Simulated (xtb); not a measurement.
xtb input (GFN1-xTB):

```bash
xtb mol.xyz --gfn 1 --sp --chrg 1 --uhf 0
```
mol.xyz:
```
7

C     -0.00957936     0.00763515    -1.26573338
C      0.00126974    -0.00101203     0.16777228
N      0.00988189    -0.00787628     1.30570700
H      0.00633831     1.04329069    -1.61633999
H      0.87344293    -0.52304743    -1.63235089
H     -0.91661809    -0.49088277    -1.61860927
H      0.01752135    -0.01396524     2.31511772
```

End of the output:

```
         :::::::::::::::::::::::::::::::::::::::::::::::::::::
         ::                     SUMMARY                     ::
         :::::::::::::::::::::::::::::::::::::::::::::::::::::
         :: total energy              -9.052615968833 Eh    ::
         :: gradient norm              0.051519339667 Eh/a0 ::
         :: HOMO-LUMO gap              6.522951709909 eV    ::
         ::.................................................::
         :: SCC energy                -9.245887898445 Eh    ::
         :: -> electrostatic           0.137565433072 Eh    ::
         :: repulsion energy           0.194609155621 Eh    ::
         :: dispersion energy         -0.001337226009 Eh    ::
         :: halogen bond corr.         0.000000000000 Eh    ::
         :: add. restraining           0.000000000000 Eh    ::
         :: total charge               1.000000000000 e     ::
         :::::::::::::::::::::::::::::::::::::::::::::::::::::

           -------------------------------------------------
          |                Property Printout                |
           -------------------------------------------------

    * Orbital Energies and Occupations

         #    Occupation            Energy/Eh            Energy/eV
      -------------------------------------------------------------
         1        2.0000           -1.0735226             -29.2120
         2        2.0000           -0.9267745             -25.2188
         3        2.0000           -0.8908997             -24.2426
         4        2.0000           -0.8257032             -22.4685
         5        2.0000           -0.8257032             -22.4685
         6        2.0000           -0.8033098             -21.8592
         7        2.0000           -0.7566658             -20.5899
         8        2.0000           -0.7566658             -20.5899 (HOMO)
         9                         -0.5169517             -14.0670 (LUMO)
        10                         -0.5169517             -14.0670
        11                         -0.3673743              -9.9968
        12                         -0.3578555              -9.7377
        13                         -0.2923270              -7.9546
        14                         -0.2923270              -7.9546
        15                         -0.1549106              -4.2153
        16                          0.0386950               1.0529
        17                          0.0386950               1.0529
Note: The following floating-point exceptions are signalling: IEEE_DENORMAL
normal termination of xtb
        18                          0.0906058               2.4655
        19                          0.1853205               5.0428
        20                          1.1134389              30.2982
      -------------------------------------------------------------
                  HL-Gap            0.2397141 Eh            6.5230 eV
             Fermi-level           -0.6368088 Eh          -17.3284 eV

  Mulliken/CM5 charges         n(s)   n(p)   n(d)
     1C    -0.06701 -0.20564   1.021  3.046  0.000
     2C     0.36644  0.47351   1.089  2.545  0.000
     3N    -0.09967 -0.41344   1.440  3.659  0.000
     4H     0.14430  0.19695   0.856  0.000  0.000
     5H     0.14430  0.19695   0.856  0.000  0.000
     6H     0.14430  0.19695   0.856  0.000  0.000
     7H     0.36732  0.55472   0.633  0.000  0.000

Wiberg/Mayer (AO) data.
largest (>0.10) Wiberg bond orders for each atom

 ---------------------------------------------------------------------------
     #   Z sym  total        # sym  WBO       # sym  WBO       # sym  WBO
 ---------------------------------------------------------------------------
     1   6 C    3.955 --     2 C    1.129     4 H    0.919     5 H    0.919
                             6 H    0.919
     2   6 C    3.858 --     3 N    2.635     1 C    1.129
     3   7 N    3.624 --     2 C    2.635     7 H    0.827
     4   1 H    0.978 --     1 C    0.919
     5   1 H    0.978 --     1 C    0.919
     6   1 H    0.978 --     1 C    0.919
     7   1 H    0.862 --     3 N    0.827
 ---------------------------------------------------------------------------

Topologies differ in total number of bonds
Writing topology from bond orders to xtbtopo.mol

 dipole moment from electron density (au)
     X       Y       Z
   0.0041  -0.0032   0.5375  total (Debye):    1.366

           -------------------------------------------------
          | TOTAL ENERGY               -9.052615968833 Eh   |
          | GRADIENT NORM               0.051519339667 Eh/α |
          | HOMO-LUMO GAP               6.522951709909 eV   |
           -------------------------------------------------

------------------------------------------------------------------------
------------------------------------------------------------------------
 total:
 SCF:
```

It need not be the lowest isomer of its formula.
